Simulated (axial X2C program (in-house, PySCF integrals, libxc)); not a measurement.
# Ionising Al₂

All values come from calculations with an axial X2C code built on PySCF integrals, spin-free (one-electron X2C) or two-component (2c: spin–orbit coupling with atomic mean-field Coulomb and Gaunt terms, which also bring small scalar terms), in Dyall basis sets with cores contracted in-house; open shells are unrestricted.

Basis sets: Al dyall-v3z. Frozen shells (counts by l): Al₂ Al 2s1p, 6 electrons correlated; Al₂⁺ Al 2s1p, 5 electrons correlated. Coupled cluster in natural virtuals with an MP2 remainder. Where the outer core of a metal is frozen, bonds come out longer and ionisation energies lower.

```tsv
Hamiltonian	level	Al₂ state	Re (Å)	ωe (cm⁻¹)	De (eV)
spin-free	HF	M_S = 1, Λ = 0	2.545	314.5	0.43
spin-free	PBE0	M_S = 1, Λ = 0	2.483	346.8	1.48
spin-free	MP2	M_S = 1, Λ = 0	2.468	367.4	1.27
2c	HF	Ω = 1	2.546	314.4	0.43
2c	PBE0	Ω = 1	2.484	346.7	1.48
2c	MP2	Ω = 1	2.468	367.3	1.27
2c	CCSD	Ω = 1	2.494	343.0	1.10
2c	CCSD(T)	Ω = 1	2.488	348.6	1.30
```

Adiabatic ionisation energy (minimum to minimum, no zero-point term) and constants of Al₂⁺:

```
Hamiltonian    level        Al₂⁺ state  IE (eV)  Re (Å)  ωe (cm⁻¹)  De (eV)  fragments
  spin-free       HF  M_S = 1/2, Λ = 0     4.80   3.315      157.7     1.23   Al+ + Al
  spin-free     PBE0  M_S = 1/2, Λ = 0     5.96   3.259      155.8     1.60   Al+ + Al
  spin-free      MP2  M_S = 1/2, Λ = 0     5.75   3.236      162.2     1.35   Al+ + Al
         2c       HF           Ω = 1/2     4.79   3.315      157.6     1.23   Al+ + Al
         2c     PBE0           Ω = 1/2     5.96   3.260      155.7     1.60   Al+ + Al
         2c      MP2           Ω = 1/2     5.74   3.237      162.2     1.34   Al+ + Al
         2c     CCSD           Ω = 1/2     5.67   3.228      165.1     1.35   Al+ + Al
         2c  CCSD(T)           Ω = 1/2     5.86   3.214      167.6     1.39   Al+ + Al
```

**Question.** Add the zero-point terms to the ionisation energy at CCSD(T), 2c, and say whether the electron removed was bonding.

**Answer.** IE0 = IE + (ωe⁺ − ωe)/2 = 5.86 + (-0.011) = 5.85 eV. Re changes by 0.726 Å, but the two determinants differ by more than one electron in one block, so no single orbital tells the change.

**Question.** Close the cycle De(Al₂⁺) + IE(Al₂) = De(Al₂) + IE(Al) to find the atomic ionisation energy at CCSD(T), 2c.

**Answer.** IE(Al) = 1.39 + 5.86 − 1.30 = 5.95 eV, for the determinants used.

Each entry is the lowest single determinant of a limited PBE0 search at one distance. De goes to single-determinant-based atoms at the same level (for ions the charge split of lowest energy) and is withheld (n/a) where an atom does not fit its ground term or J level. Main or longest-lived isotopes. One determinant is a doubtful description, or other states lie close, for Al₂; these need not be ground states, and all values refer to the states named. Some open-shell Ω = 0 determinants are out of reach, so the Ω given for Al₂ need not be the lowest component. With several unpaired electrons the Ω given is that of one determinant, not necessarily of the lowest component. Some light 2c atoms are not at their ground J level, so De misses part of their lowering (0.04 eV or less). The functionals have no current term, which raises determinants with orbital currents.
